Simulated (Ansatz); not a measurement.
Working through an active-space calculation of CH3BO, SMILES BC=O

With the Ansatz DFT code, driven from Python.

Run as a notebook:

```python
import ansatz

BASIS = "def2-SVP"
```

```python
mol = (
    ansatz.Crystal.molecule()
    .atom("B", (-0.4435, 0.0191, -0.593))
    .atom("C", (0.4871, -0.1154, 0.5943))
    .atom("O", (0.6353, 0.8049, 1.3669))
    .atom("H", (-0.5872, -0.8143, -1.3676))
    .atom("H", (-1.0665, 1.0768, -0.776))
    .atom("H", (1.0168, -1.0352, 0.7292))
)
```

```python
job = (
    mol.calculation()
    .basis(gaussian=BASIS)
    .correlation(active_electrons=4, active_orbitals=5)
)
for method in [None]:
    rep = (job if method is None else job.correlation(method)).run(threads=1, backend="cpu").report
    space = rep["configurations"]
    state = space["states"][0]
    print(method or "casscf", f"total {rep['free_energy_ev'] / 27.211386246:.6f} Ha, active-space state {state['energy']['hartree']:.6f} Ha, mean field {rep['reference_energy_ev'] / 27.211386246:.6f} Ha")
    print("  determinants", state["n_determinants"], " natural occupations", [round(n, 3) for n in space["natural_occupations"]])
print("effectively unpaired electrons, sum of min(n, 2 - n):", round(sum(min(n, 2 - n) for n in space["natural_occupations"]), 3))
```

    casscf total -139.069252 Ha, active-space state -139.069252 Ha, mean field -138.991367 Ha
      determinants 100  natural occupations [1.979, 1.924, 0.076, 0.02, 0.002]
    effectively unpaired electrons, sum of min(n, 2 - n): 0.195

What to keep in mind:
- Total energies depend on the basis set; only differences at equal settings carry meaning.
- The geometry is a force-field or estimated start, not a minimum of this method, and the basis set is short of its limit. The active space starts as a window about the frontier orbitals and is then optimised, not chosen by chemistry.
- Finished in 3.5 s on 1 thread of Arm Neoverse V2, with other jobs on the host, peak memory 0.16 GiB.

(Lines on the test bed's own set-up are left out of the output.)
